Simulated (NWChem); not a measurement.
# SO, triplet; SMILES S=O

```xyz
2

O      0.0000     0.0000    -0.9954
S      0.0000     0.0000     0.5064
```
Atoms are numbered in this order, from 1.

Program: NWChem. Pople sets run with spherical d functions. Spin-unrestricted. Coordinates come from a PBE0/def2-SVP, spin-unrestricted optimisation. No stability test was run on the SCF state. Vzz is the largest principal value of the second derivative of the potential at the nucleus (NWChem prints the opposite sign); η is the asymmetry. Non-relativistic.

```json
[
 {"level": "PBE/def2-TZVP", "Vzz O1 (a.u.)": "0.696", "η O1": "0.00", "Vzz S2 (a.u.)": "1.092", "η S2": "0.00"},
 {"level": "PBE/cc-pVTZ", "Vzz O1 (a.u.)": "0.723", "η O1": "0.00", "Vzz S2 (a.u.)": "0.955", "η S2": "0.00"},
 {"level": "PBE0/def2-SVP", "Vzz O1 (a.u.)": "0.698", "η O1": "0.00", "Vzz S2 (a.u.)": "[?]", "η S2": "0.00"},
 {"level": "PBE0/6-31G*", "Vzz O1 (a.u.)": "0.719", "η O1": "0.00", "Vzz S2 (a.u.)": "1.380", "η S2": "0.00"}
]
```

Task: Complete the blanks.

Result: 
- PBE0/def2-SVP, Vzz S2 (a.u.): 1.122
